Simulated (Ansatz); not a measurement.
Antifluorite Mg₂Sn was calculated with LDA+SOC in Ansatz (PAW).

Run with plane-wave cutoff 520 eV, 20×20×20 k mesh, Fermi–Dirac smearing 0.05 eV, PAW data made under PBE.

Cell (relaxed at this level):

```
Mg2Sn
1.0
    0.00000     3.33117     3.33117
    3.33117     0.00000     3.33117
    3.33117     3.33117     0.00000
Mg Sn
2 1
Direct
  0.25000   0.25000   0.25000
  0.75000   0.75000   0.75000
  0.00000   0.00000   0.00000
```

Task: Predict the polycrystal shear modulus (Hill average), elastic constant C12, Voigt–Reuss–Hill bulk modulus, elastic constant C44 and elastic constant C11.

Result: 
- polycrystal shear modulus (Hill average) = 30.2 GPa
- elastic constant C12 = 29.7 GPa
- Voigt–Reuss–Hill bulk modulus = 46.6 GPa
- elastic constant C44 = 33.9 GPa
- elastic constant C11 = 80.3 GPa

Note: the solid has no gap at this level, which affects its response.

Elastic constants are with the ions relaxed.

Computed values are for the static lattice.

It cost very roughly 110 core-minutes of CPU time.

Ansatz is a program for electronic structure.
